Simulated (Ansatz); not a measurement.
in.yaml

```yaml
crystal:
  periodic: [false, false, false]
  atoms:
    - {symbol: Ge, position_ang: [-0.038062, -0.017050, 0.363347]}
    - {symbol: O, position_ang: [0.091613, 0.121561, -1.626621]}
    - {symbol: H, position_ang: [0.748485, -1.275372, 0.835079]}
    - {symbol: H, position_ang: [0.616487, 1.290005, 0.865396]}
    - {symbol: H, position_ang: [-0.076119, -0.715424, -2.066132]}
basis:
  gaussian: {orbitals: cc-pVDZ}
magnetization: {spin_polarized: true, initial_magnetization: 1}
hamiltonian: {xc: hf}
output: {forces: true, orbitals: {seedname: orbitals}}
```

```sh
$ ansatz run in.yaml --threads 1 --pin off --events-out ev --progress --plain --max-ram 2393MiB
```

The program prints:

```
584 factors; integrals over basis functions are off by at most 1.1e-3 eV
mean field evaluation 1: about -58553.4273 eV, gradient 2.5e1 eV
mean field evaluation 2: about -58553.4299 eV, gradient 2.5e1 eV
mean field evaluation 4: about -58556.2872 eV, gradient 2.0e0 eV
mean field evaluation 8: about -58556.3600 eV, gradient 5.8e-3 eV
mean field -58556.35999330 eV, -2151.9065388272 hartree, gradient 1.6e-5 eV, S^2 0.755931; 0 other end points of the search recorded, 0 dependent functions left out
the calculation of the forces begins
reference -58556.35999330 eV, -2151.9065388272 hartree; 22, 21 occupied and 34, 35 virtual orbitals, 584 factors
Total energy: -58556.35999330 eV, -2151.9065388272 hartree
Atom 0 at    -0.038062    -0.017050     0.363347 Å, force     0.416795     0.114361    -3.349697 eV/Å
Atom 1 at     0.091613     0.121561    -1.626621 Å, force    -0.265374    -0.694262     3.055870 eV/Å
Atom 2 at     0.748485    -1.275372     0.835079 Å, force    -0.127276     0.190218    -0.101860 eV/Å
Atom 3 at     0.616487     1.290005     0.865396 Å, force    -0.098403    -0.147073    -0.090751 eV/Å
Atom 4 at    -0.076119    -0.715424    -2.066132 Å, force     0.074256     0.536755     0.486438 eV/Å
Dipole moment:    -0.124262    -0.304005     0.372549 e Å
```

Forces (eV/Å):
```
Ge   0.417  0.114 -3.350
O   -0.265 -0.694  3.056
H   -0.127  0.190 -0.102
H   -0.098 -0.147 -0.091
H    0.074  0.537  0.486
```

Ran on 1 thread of Arm Neoverse V1, shared host: 1.1 s wall, 0.11 GiB peak host memory.
